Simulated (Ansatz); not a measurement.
Results of PBEsol (PAW; Ansatz, an electronic-structure program) for bcc Ba.

Run with plane-wave cutoff 520 eV, 18×18×18 k mesh, Fermi–Dirac smearing 0.1 eV, perturbation theory, force constants from a 6×6×6 q mesh, scalar-relativistic PAW data made under PBE.

Computed at the level's own relaxed cell.

```xyz
1
Lattice="-2.4407 2.4407 2.4407 2.4407 -2.4407 2.4407 2.4407 2.4407 -2.4407" Properties=species:S:1:pos:R:3 pbc="T T T"
Ba     0.0000     0.0000     0.0000
```

Harmonic phonon frequencies (cm⁻¹; i marks an imaginary mode):

```json
[
 {"q point": "N", "frequencies": "23 51 78"},
 {"q point": "H", "frequencies": "…"}
]
```

**Question.** Complete the blanks.

**Answer.** 
- H, frequencies: 75 75 75

No imaginary mode appears at these points.
